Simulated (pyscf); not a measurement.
This saddle point was located with ωB97X-D3(BJ)/def2-SVP in PySCF.

```xyz
8

B     -0.7409    -0.0180     0.4034
N      0.5179    -0.1637    -0.2260
H     -0.6210     0.4675     1.6811
H     -1.6629     0.5250    -0.1473
H      0.6021    -0.0760    -1.2296
H      1.3116    -0.6129     0.2114
F     -1.3214    -1.4133     1.1601
H     -0.9872    -0.4608     1.7799
```

Surface: singlet, charge 0. Lowest wavenumbers (cm⁻¹): 1173i, 322, 339, 456, 604.

Problem. Which two sides does it connect, and which bonds change?

Solution. `[BH2][NH2]` + `[FH]` ⇌ `[NH2][BH][F]` + `[H][H]`, a four-centre exchange read from left to right: B–H, F–H broken and B–F, H–H formed. At ωB97M-D3(BJ)/def2-TZVP it lies +1.10 eV from the left side and +2.35 eV from the right (each side as separated species at their lowest minima found). The same reactants have a lower exit, to H₂B–F + NH₃ (barrier +0.40 eV at ωB97M-D3(BJ)/def2-TZVP, against +1.10 eV here). This is the saddle that the search found; another between the same sides may lie lower.
